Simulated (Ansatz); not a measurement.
Saddle point of AlSiH5O, closed shell (AlSiH₅O ([OH][AlH][SiH3]) → AlHO ([OH][Al]) + SiH₄; bonds formed: Si2–H3; bonds broken: Al1–Si2, Al1–H3), PBE0-D4/def2-TZVP structure:

Al1  (-0.828, -0.010, 0.979)
Si2  (1.269, 0.274, -0.181)
H3  (-0.308, -0.256, -0.794)
O4  (-2.472, -0.420, 0.928)
H5  (2.331, 0.722, 0.789)
H6  (1.787, -1.018, -0.711)
H7  (1.153, 1.402, -1.145)
H8  (-2.933, -0.693, 0.136)
(Å)

Energies are electronic, without zero-point energy. Barriers and step energies count from the start structure reached by relaxing down the imaginary mode; all methods use the PBE0-D4 structures, on which another method's saddle can fall below an end. Program: Ansatz 0.2.0. Basis: def2-TZVPP, with def2-QZVPP for the basis limit. Cores are frozen in the correlated methods. B3LYP uses VWN-RPA correlation. Extrapolation: Hartree–Fock as exp(−7.88 √X), correlation as X^−2.97.

```
      method  barrier (kcal/mol)  step energy (kcal/mol)
       SPW92                   ?                   15.96
      PBE-D4               44.96                   14.19
     BLYP-D4                   ?                    9.52
   r2SCAN-D4                   ?                   17.65
      B97M-V               47.55                   16.66
     PBE0-D4               48.47                   15.59
    B3LYP-D4               49.93                   11.26
  r2SCAN0-D4               50.31                   17.33
    BHLYP-D4               53.79                   12.57
CAM-B3LYP-D4               52.79                   12.37
     wB97X-V               53.20                   15.99
     wB97M-V               49.71                   10.34
      B2PLYP               51.49                   12.61
    PBE-QIDH               51.76                   16.65
  RPA on PBE               48.82                   11.29
          HF               60.44                   12.04
         MP2               52.67                   14.36
        CCSD               52.37                   13.04
     CCSD(T)               50.92                   13.40
```

Task: Fill in the withheld barriers. (Judge from chemistry; the value comes from the calculation.)

Result: The calculation gives: SPW92 43.35; BLYP-D4 47.23; r2SCAN-D4 48.33 kcal/mol. Each is the energy of the saddle less that of the start structure, by the same method.

For comparison, the barrier by CCSD(T) at an estimated basis limit (MP2 extrapolated from triple and quadruple zeta, plus CCSD(T) − MP2 in triple zeta) is 50.69 kcal/mol.

No T1 diagnostic of these runs exceeds 0.016. The restricted Hartree–Fock reference is unstable towards an unrestricted one at one or more of these structures.

Losses and insertions of silylenes and their heavier kin drive the gas-phase chemistry of silicon and germanium vapour deposition.

Labels in which every atom is bracketed show which atoms are joined, not bond orders.

For scale, one of the runs: CCSD(T)/def2-TZVPP, 185 basis functions, launched by `ansatz run in.yaml --threads 2 --pin off --events-out ev --progress --plain --max-ram 4352MiB`. Time: 28 s of wall clock on 2 CPU threads of an Arm Neoverse V2; the host was shared. Peak host memory: 1.7 GiB.
